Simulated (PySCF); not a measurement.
Species: C₂H₃O₃S (doublet state).
Structure used (GFN2-xTB), in Å, numbered top down from 1:
```
atom  x, y, z in Å
O1     2.5603   -1.0372    0.1300
S2     1.3839   -0.6600    0.8363
O3     0.9791    0.9640    0.3794
C4    -0.2885    1.0701   -0.0190
C5    -0.8893   -0.2497   -0.3737
O6     0.0299   -1.2323    0.0439
H7    -0.8632    1.9160    0.3157
H8    -1.0386   -0.3647   -1.4578
H9    -1.8601   -0.4003    0.1200
```

Identity: `O=[S@]1O[CH]CO1` [radical].

Method used: UKS B3LYP, pcH-1 on C H O S, non-relativistic, mean-field spin-orbit, GIAO in PySCF 2.14.0. One conformer (not necessarily the lowest) at the GFN2-xTB geometry, without solvent, vibrations or thermal averaging. A GFN2-xTB geometry isn't a minimum of the functional, and hyperfine couplings can be far from their values at a DFT geometry. The SCF solution wasn't tested for stability.

(1) What is the g tensor, term by term?

(2) What effective moment and Curie constant follow for a powder?

(3) What are the electron Larmor frequencies g μB B/h along the three axes at 340 mT?

(4) In a frozen sample, at which fields do the three g values resonate at 9.5, 34, 94 and 263 GHz (hyperfine left aside), and which band first spreads them over more than twice a line width of 1.0 mT?

Answers

(1) 
```
                    Δg (ppm)     1     2     3
relativistic mass correction  -192  -192  -192
            gauge correction    34    25    15
   orbital Zeeman/spin–orbit  -416  1097  1690
                       total  -573   930  1514
```

So g = 2.00175, 2.00325, 2.00383 and g_iso = 2.00294; the tensor is rhombic: the two nearest values differ by 28 % of g3 − g1. Axes: g2 points within 15° of the C4–C5 bond.

(2) With the mean of g² = 4.0118 and S(S+1) = 0.75: μ_eff = √(⟨g²⟩S(S+1)) = 1.735 μB and χT = 0.12505·⟨g²⟩·S(S+1) = 0.376 cm³ K/mol (cgs; spin-Hamiltonian part alone).

(3) 9.5258, 9.5329, 9.5357 GHz for g1, g2 and g3, a range of 9.9 MHz.

(4) 
```
band    GHz  B(g3) mT  B(g2) mT  B(g1) mT  spread mT
   X    9.5    338.73    338.83    339.08       0.35
   Q   34.0   1212.29   1212.64   1213.55       1.26
   W   94.0   3351.62   3352.60   3355.11       3.49
   J  263.0   9377.40   9380.14   9387.18       9.78
```

The spread grows in proportion to the frequency. W band is the first where it exceeds 2.0 mT.

Largest spin populations (Mulliken): C4 (+0.86) and O3 (+0.08). C4 is the only atom above +0.15. The angles at C4 add up to 354.7°, so it is nearly planar.

The HOMO–LUMO gaps are 4.51 eV among the α and 5.94 eV among the β orbitals.
